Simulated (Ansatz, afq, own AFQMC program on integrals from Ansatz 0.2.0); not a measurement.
**GaBN, doublet in cc-pVDZ, levels against CCSDT(Q)**

```yaml
atoms:
  - { symbol: B, position_ang: [0.0344, 0.0000, -1.4483] }
  - { symbol: N, position_ang: [-0.1673, 0.0000, -0.2026] }
  - { symbol: Ga, position_ang: [0.1329, 0.0000, 1.6509] }
```

Connectivity, by distances: B–N–Ga.

Basis cc-pVDZ. Noble-gas cores (and the filled d shells of Ga–Kr and In–Xe) are frozen. Integrals, coupled cluster, full CI and functionals: Ansatz 0.2.0; the random walks run on the same integrals in our own AFQMC program. The CISD trial takes its coefficients from CCSD amplitudes. Released means that phaseless walkers are propagated on without the constraint, phases kept. Uncertainties: one standard error, sampling alone. No spin–orbit coupling.

Determinant: UHF, the one that the program's search chose, which needn't be the lowest solution. The geometry is a point of a scan.

No full CI on the walks' own integrals is used here; CCSDT(Q) serves as the reference and is uncertain by about the last step of the cluster series.

Cautions: no relativity below Rb; no spin-orbit coupling; inner d shell frozen; unrestricted determinant slightly spin contaminated (⟨S²⟩ 0.83 against 0.75).

* T1 diagnostic: 0.0307
* weight of the determinant in the CISD state: 0.846
* ⟨S²⟩ of the determinant: 0.827
* size of the correlated space: 11 electrons in 39 orbitals

| level | correlation energy (eV) |
| --- | --- |
| MP2 | -6.9289 |
| CCSD | -7.4359 |
| CCSD(T) | -7.7740 |

(1) Estimate where phaseless AFQMC with the Hartree–Fock trial lies against CCSD(T) on the same integrals.

(1) 259.5 ± 75.8 meV below CCSD(T).

Reference: CCSDT(Q), correlation energy -7.841 eV. The released energy is read at 2.40 1/Eh (meV from the phaseless value at times in 1/Eh: -5 ± 30 at 0.24, -27 ± 21 at 0.51, -60 ± 27 at 0.99, -71 ± 29 at 1.62, -47 ± 33 at 2.40).

| level | E − E(reference) (meV) | share of correlation (%) |
| --- | --- | --- |
| CCSD(T) | 66.9 | 99.15 |
| CCSDT | 36.8 | 99.53 |
| ph-AFQMC/HF | -192.7 ± 75.8 | 102.46 |
| ph-AFQMC/CISD | 56.7 ± 22.4 | 99.28 |
| released AFQMC | 9.4 ± 33.4 | 99.88 |

A walk keeps the symmetry of its determinant, which the program's search chose and which needn't be the lowest solution, so a lower state of the same spin and another symmetry isn't excluded. Released energies are given only where the last usable release times agree within the noise; a slower fall can still hide under it.
